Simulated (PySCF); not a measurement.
Consider cyclohexene, `C1=CCCCC1` (C6H10). Optimised structure (Å), atoms numbered from 1:
```
C    -0.0146    1.5144    0.3330
C     1.1946    0.9429    0.2916
C     1.4116   -0.5061   -0.0328
C     0.1659   -1.1524   -0.6316
C    -1.0838   -0.7485    0.1422
C    -1.2910    0.7625    0.0946
H    -0.0931    2.5847    0.5529
H     2.0814    1.5512    0.5009
H     2.2668   -0.6078   -0.7227
H     1.7171   -1.0431    0.8857
H     0.0588   -0.8271   -1.6816
H     0.2758   -2.2481   -0.6532
H    -0.9725   -1.0653    1.1943
H    -1.9720   -1.2692   -0.2492
H    -2.0472    1.0705    0.8369
H    -1.7113    1.0604   -0.8852
```

Computed at PBE0-D3(BJ)/def2-TZVP // PBE0-D3(BJ)/def2-SVP with PySCF (density fitting, grid level 2). Thermal corrections: GFN2-xTB frequencies, unscaled, ideal gas at 298.15 K and 1 bar, quasi-RRHO entropy. These were taken at the GFN2-xTB minima.

Rank these bonds by dissociation enthalpy, weakest first.
A. C1–H
B. C4–H
C. C3–H

C (330 kJ/mol), B (392 kJ/mol), A (441 kJ/mol).

For C1–H, what are ΔE (electronic) and ΔG(298 K) of the homolysis?

ΔE = 469 and ΔG = 404 kJ/mol, beside ΔH = 441 kJ/mol. The radicals are `[C]1=CCCCC1` and H•.

Known limits: radicals beside a multiple bond are drawn in one resonance form, and their spin spreads.
